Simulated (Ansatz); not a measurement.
# Nudged elastic band run: C3H9

input.yaml

```yaml
crystal:
  periodic: [false, false, false]
  atoms:
    - { symbol: H, position_ang: [-0.459038, -0.8634, 0.684459] }
    - { symbol: C, position_ang: [0.329422, -0.268728, 0.191233] }
    - { symbol: C, position_ang: [0.183779, -0.387677, -1.318545] }
    - { symbol: C, position_ang: [0.26869, 1.16684, 0.691486] }
    - { symbol: H, position_ang: [-2.797128, -2.319879, 1.941933] }
    - { symbol: H, position_ang: [1.2844, -0.725518, 0.504161] }
    - { symbol: H, position_ang: [0.980962, 0.164456, -1.842927] }
    - { symbol: H, position_ang: [0.232226, -1.435839, -1.65205] }
    - { symbol: H, position_ang: [-0.779232, 0.025389, -1.660696] }
    - { symbol: H, position_ang: [1.069262, 1.780528, 0.246733] }
    - { symbol: H, position_ang: [0.377419, 1.222831, 1.78568] }
    - { symbol: H, position_ang: [-0.690961, 1.641198, 0.428532] }
magnetization:
  spin_polarized: true
  initial_magnetization: 1
basis:
  gaussian: { orbitals: def2-SVP }
hamiltonian:
  xc: pbe0
neb:
  order_check: false
  images: 5
  f_tol: 0.05
  max_iterations: 60
  final_atoms:
    - { symbol: H, position_ang: [-1.4949969, -1.49455494, 1.19296711] }
    - { symbol: C, position_ang: [0.60590645, -0.10595575, 0.06993626] }
    - { symbol: C, position_ang: [0.22029168, -0.39042361, -1.3358236] }
    - { symbol: C, position_ang: [0.3353514, 1.21554891, 0.69133835] }
    - { symbol: H, position_ang: [-2.12836399, -1.83642509, 1.44666843] }
    - { symbol: H, position_ang: [1.32012304, -0.7759678, 0.56056626] }
    - { symbol: H, position_ang: [0.87550887, 0.13642325, -2.06126714] }
    - { symbol: H, position_ang: [0.28176031, -1.46274286, -1.57475947] }
    - { symbol: H, position_ang: [-0.80738996, -0.05002392, -1.55288235] }
    - { symbol: H, position_ang: [1.02264813, 2.00133858, 0.31279331] }
    - { symbol: H, position_ang: [0.45428195, 1.19258887, 1.78510744] }
    - { symbol: H, position_ang: [-0.68531998, 1.57039536, 0.4653544] }
  initial_path:
    images:
      - { positions_ang: [[-0.459038, -0.8634, 0.684459], [0.329422, -0.268728, 0.191233], [0.183779, -0.387677, -1.318545], [0.26869, 1.16684, 0.691486], [-2.797128, -2.319879, 1.941933], [1.2844, -0.725518, 0.504161], [0.980962, 0.164456, -1.842927], [0.232226, -1.435839, -1.65205], [-0.779232, 0.025389, -1.660696], [1.069262, 1.780528, 0.246733], [0.377419, 1.222831, 1.78568], [-0.690961, 1.641198, 0.428532]] }
      - { positions_ang: [[-0.57220701, -0.90726577, 0.72387135], [0.30901096, -0.28012679, 0.20095087], [0.15453667, -0.40804109, -1.3011157], [0.24012224, 1.14593118, 0.70856964], [-2.37969673, -2.03635136, 1.70293565], [1.23173697, -0.76677456, 0.53810956], [0.95886611, 0.12480342, -1.82756787], [0.18556381, -1.45629455, -1.62045296], [-0.79826666, 0.01956479, -1.6388373], [1.05320126, 1.75426612, 0.28888752], [0.32359303, 1.18814855, 1.80054383], [-0.70665964, 1.62234106, 0.42410441]] }
      - { positions_ang: [[-0.68537601, -0.95113154, 0.7632837], [0.28859992, -0.29152559, 0.21066874], [0.12529434, -0.42840517, -1.2836864], [0.21155448, 1.12502236, 0.72565329], [-1.96226546, -1.75282372, 1.4639383], [1.17907394, -0.80803112, 0.57205811], [0.93677022, 0.08515084, -1.81220874], [0.13890161, -1.47675009, -1.58885592], [-0.81730132, 0.01374058, -1.6169786], [1.03714052, 1.72800424, 0.33104203], [0.26976706, 1.15346609, 1.81540767], [-0.72235829, 1.60348413, 0.41967681]] }
      - { positions_ang: [[-0.79854502, -0.99499731, 0.80269605], [0.26818888, -0.30292438, 0.22038661], [0.09605201, -0.44876926, -1.2662571], [0.18298671, 1.10411354, 0.74273693], [-1.5448342, -1.46929609, 1.22494096], [1.12641091, -0.84928768, 0.60600667], [0.91467433, 0.04549826, -1.79684962], [0.09223942, -1.49720564, -1.55725887], [-0.83633598, 0.00791636, -1.5951199], [1.02107977, 1.70174236, 0.37319655], [0.21594108, 1.11878364, 1.8302715], [-0.73805693, 1.58462719, 0.41524922]] }
      - { positions_ang: [[-1.03069564, -1.16151652, 0.93278641], [0.3807614, -0.23726817, 0.17023649], [0.13746523, -0.42932071, -1.28944593], [0.23377494, 1.14125866, 0.72560407], [-1.73934413, -1.59167242, 1.29885011], [1.19098162, -0.82484772, 0.59085987], [0.90161918, 0.07580659, -1.88498879], [0.15541305, -1.48571805, -1.56309241], [-0.8266873, -0.01139706, -1.58104072], [1.02160256, 1.80160777, 0.35306213], [0.29538804, 1.14338538, 1.81521682], [-0.72047795, 1.57988325, 0.43195095]] }
      - { positions_ang: [[-1.26284627, -1.32803573, 1.06287676], [0.49333393, -0.17161196, 0.12008637], [0.17887846, -0.40987216, -1.31263477], [0.28456317, 1.17840378, 0.70847121], [-1.93385406, -1.71404876, 1.37275927], [1.25555233, -0.80040776, 0.57571306], [0.88856402, 0.10611492, -1.97312796], [0.21858668, -1.47423045, -1.56892594], [-0.81703863, -0.03071049, -1.56696153], [1.02212535, 1.90147317, 0.33292772], [0.374835, 1.16798712, 1.80016213], [-0.70289897, 1.57513931, 0.44865268]] }
      - { positions_ang: [[-1.4949969, -1.49455494, 1.19296711], [0.60590645, -0.10595575, 0.06993626], [0.22029168, -0.39042361, -1.3358236], [0.3353514, 1.21554891, 0.69133835], [-2.12836399, -1.83642509, 1.44666843], [1.32012304, -0.7759678, 0.56056626], [0.87550887, 0.13642325, -2.06126714], [0.28176031, -1.46274286, -1.57475947], [-0.80738996, -0.05002392, -1.55288235], [1.02264813, 2.00133858, 0.31279331], [0.45428195, 1.19258887, 1.78510744], [-0.68531998, 1.57039536, 0.4653544]] }
```

Command:

```bash
$ ansatz run input.yaml --threads 2 --pin off --max-ram 3072MiB --backend cpu --events-out ev --progress --plain --runs-dir out
```

Output, in part (warnings, iteration lines, the closing report on the highest movable image, with atoms numbered from 0):

```
NEB end point (image 0): max|allowed force component| = 1.931e-2 eV/Å (the criterion of neb.relax_end_points is 1.000e-2)
NEB end point (image 6): max|allowed force component| = 6.048e-3 eV/Å (the criterion of neb.relax_end_points is 1.000e-2)
NEB iter   1: max|band force component| = 2.984e0 eV/Å  barrier→ = 0.4400 eV  barrier← = 0.5242 eV  Δτ_max = 0.1983 Å  (192 SCF iters)
NEB iter   2: max|band force component| = 1.483e0 eV/Å  barrier→ = 0.4618 eV  barrier← = 0.5460 eV  Δτ_max = 0.1423 Å  (147 SCF iters)
NEB iter   3: max|band force component| = 1.537e0 eV/Å  barrier→ = 0.2631 eV  barrier← = 0.3473 eV  Δτ_max = 0.0706 Å  (145 SCF iters)
NEB iter   4: max|band force component| = 3.606e-1 eV/Å  barrier→ = 0.1557 eV  barrier← = 0.2399 eV  CI = image 3  Δτ_max = 0.0637 Å  (131 SCF iters)
NEB iter   5: max|band force component| = 1.026e0 eV/Å  barrier→ = 0.2146 eV  barrier← = 0.2988 eV  CI = image 3  Δτ_max = 0.0317 Å  (133 SCF iters)
NEB iter   6: max|band force component| = 9.072e-1 eV/Å  barrier→ = 0.2216 eV  barrier← = 0.3058 eV  CI = image 3  Δτ_max = 0.0632 Å  (123 SCF iters)
NEB iter   7: max|band force component| = 6.171e-1 eV/Å  barrier→ = 0.2348 eV  barrier← = 0.3190 eV  CI = image 3  Δτ_max = 0.1264 Å  (126 SCF iters)
NEB iter   8: max|band force component| = 3.938e-1 eV/Å  barrier→ = 0.2845 eV  barrier← = 0.3687 eV  CI = image 3  Δτ_max = 0.0885 Å  (138 SCF iters)
NEB iter   9: max|band force component| = 9.632e-1 eV/Å  barrier→ = 0.3074 eV  barrier← = 0.3916 eV  CI = image 3  Δτ_max = 0.0444 Å  (133 SCF iters)
NEB iter  10: max|band force component| = 2.748e-1 eV/Å  barrier→ = 0.2807 eV  barrier← = 0.3649 eV  CI = image 3  Δτ_max = 0.0354 Å  (120 SCF iters)
NEB iter  11: max|band force component| = 2.711e-1 eV/Å  barrier→ = 0.2815 eV  barrier← = 0.3657 eV  CI = image 3  Δτ_max = 0.0200 Å  (129 SCF iters)
NEB iter  12: max|band force component| = 2.387e-2 eV/Å  barrier→ = 0.2789 eV  barrier← = 0.3631 eV  CI = image 3  Δτ_max = 0.0000 Å  (253 SCF iters)
Total energy: -3248.81838434 eV, -119.3918734964 hartree
Atom 0 at    -0.765375    -0.970278     0.785110 Å, force     0.037651     0.016091    -0.014923 eV/Å
Atom 1 at     0.275125    -0.293176     0.215280 Å, force     0.001622     0.005128    -0.004247 eV/Å
Atom 2 at     0.090704    -0.468672    -1.264958 Å, force    -0.007659    -0.007829    -0.003815 eV/Å
Atom 3 at     0.178240     1.102284     0.762242 Å, force    -0.006425     0.002961     0.008706 eV/Å
Atom 4 at    -1.504543    -1.409233     1.157336 Å, force    -0.025749    -0.013575     0.011756 eV/Å
Atom 5 at     1.117364    -0.870508     0.626353 Å, force    -0.008559    -0.004511     0.004156 eV/Å
Atom 6 at     0.909786     0.016344    -1.826867 Å, force     0.004491     0.002675    -0.000529 eV/Å
Atom 7 at     0.079937    -1.530824    -1.553074 Å, force     0.000152     0.000103    -0.000275 eV/Å
Atom 8 at    -0.851915    -0.013387    -1.609839 Å, force     0.000273     0.000025     0.002364 eV/Å
Atom 9 at     1.007737     1.731870     0.391504 Å, force     0.003664     0.001340    -0.002887 eV/Å
Atom 10 at     0.223571     1.115093     1.861833 Å, force     0.000588     0.000102    -0.000058 eV/Å
Atom 11 at    -0.760831     1.590687     0.455078 Å, force    -0.000049    -0.002510    -0.000248 eV/Å
Dipole moment:     0.176620     0.132551    -0.110348 e Å
```

The run converged. A vibrational analysis at the climbing image gives one clearly imaginary mode, 1062i cm⁻¹: a first-order saddle point.

Final band (atoms are numbered from 1 in the order of the input):

```json
{"image": "0", "path coordinate (Å)": "0.00", "energy (eV)": "0.000", "H1–C2 (Å)": "1.10", "H1–H5 (Å)": "3.03"}
{"image": "1", "path coordinate (Å)": "0.64", "energy (eV)": "0.007", "H1–C2 (Å)": "1.10", "H1–H5 (Å)": "2.39"}
{"image": "2", "path coordinate (Å)": "1.27", "energy (eV)": "0.055", "H1–C2 (Å)": "1.11", "H1–H5 (Å)": "1.73"}
{"image": "3", "path coordinate (Å)": "1.91", "energy (eV)": "0.279", "H1–C2 (Å)": "1.37", "H1–H5 (Å)": "0.94"}
{"image": "4", "path coordinate (Å)": "2.43", "energy (eV)": "0.025", "H1–C2 (Å)": "1.95", "H1–H5 (Å)": "0.78"}
{"image": "5", "path coordinate (Å)": "2.95", "energy (eV)": "-0.071", "H1–C2 (Å)": "2.40", "H1–H5 (Å)": "0.77"}
{"image": "6", "path coordinate (Å)": "3.47", "energy (eV)": "-0.084", "H1–C2 (Å)": "2.76", "H1–H5 (Å)": "0.76"}
```

Run time: 2.4 min on 2 threads of Arm Neoverse V1, with other jobs on the host, peak memory 0.21 GiB.
